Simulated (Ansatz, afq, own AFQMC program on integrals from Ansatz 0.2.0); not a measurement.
Integrals from Ansatz 0.2.0, then the random walk in our own AFQMC program (afq).

```yaml
crystal:
  periodic: [false, false, false]
  atoms:
    - {symbol: Al, position_ang: [-0.598613, 0.005200, 0.004042]}
    - {symbol: C, position_ang: [0.992291, -0.008619, -0.006699]}
    - {symbol: H, position_ang: [1.391191, -1.031613, -0.004405]}
    - {symbol: H, position_ang: [1.410421, 0.501885, 0.870909]}
    - {symbol: H, position_ang: [1.398424, 0.493246, -0.894860]}
basis:
  gaussian: {orbitals: cc-pVDZ}
magnetization: {spin_polarized: false}
correlation: {method: ccsd_t, electrons: outside_noble_gas, hamiltonian_folder: ham}
```

```sh
$ ansatz run in.yaml --threads 1 --pin off --events-out ev --progress --plain --max-ram 1382MiB
```

Options of the walk:

```
--method phaseless --trial hf --walkers 120 --populations 1 --least-time 40 --time-step 0.005 --steps-per-block 20 --equilibration-blocks 112 --max-blocks 600 --target-error 0.00114 --factor-cut 1e-05 --seed 4366 --taylor-order 6
```

Times are imaginary, in 1/Eh. The walk had a cap of 656 s.

Log:

```
orbitals 41  electrons 5 5  factors 334 of 444
reference energy -281.42652738 Eh
CCSD correlation -0.23083132 Eh in 9 cycles, weight of the determinant in the CISD state 0.8721
energy of the start -281.426527 Eh
 block  time / (1/Eh)  mean weight  energy / Eh
     1     0.100  1.0002  -281.473865
     2     0.200  1.0011  -281.511610
     3     0.300  1.0018  -281.542871
     4     0.400  1.0017  -281.555623
     5     0.500  1.0000  -281.577013
     8     0.800  1.0022  -281.627235
    18     1.800  1.0001  -281.651541
    69     6.900  0.9997  -281.647854
   120    12.000  1.0013  -281.664908
   171    17.100  1.0007  -281.651454
   222    22.200  0.9992  -281.671577
   273    27.300  1.0002  -281.663427
   324    32.400  1.0000  -281.632564
   375    37.500  1.0011  -281.684665
   426    42.600  1.0014  -281.666785
   477    47.700  1.0004  -281.666228
   528    52.800  0.9999  -281.709523
   579    57.900  0.9995  -281.645494
   630    63.000  0.9993  -281.658114
   681    68.100  1.0017  -281.654029
   698    69.800  1.0009  -281.651223
blocks merged  error / Eh  count
     1  0.000666  600
     2  0.000882  300
     4  0.001160  150
     8  0.001399  75
    16  0.001601  37
    32  0.001906  18
    64  0.002234  9
energy -281.665928 +/- 0.001906 Eh
(rows thinned)
```

The run passed its tests (sampling time, drift between the halves within three errors, error under three times the target), which doesn't prove that it has relaxed.

Against this walk (error 51.9 meV) on the same determinant: CCSD(T) 67.8 meV higher (within the noise), CCSDT(Q) 41.2 meV higher (within the noise), a separate phaseless walk with a CISD trial and standard settings 62.5 ± 52.8 meV higher (within the noise). The error is statistical and leaves out the bias of the constraint.

Cautions: constraint bias not in the error; error above the target (51.9 against 31.0 meV); restricted determinant unstable towards unrestricted (UHF 8 meV lower, ⟨S²⟩ 0.12).

The walk took 3.1 min on 1 thread of Arm Neoverse V1, with other jobs on the host. The log's last line is the phaseless energy.

CCSDT and higher add their correlation energy to the determinant of the CCSD(T) run, since their own runs factorise the integrals more tightly (a shift of under 2 meV). A walk keeps the symmetry of its determinant, which the program's search chose and which needn't be the lowest solution, so a lower state of the same spin and another symmetry isn't excluded.
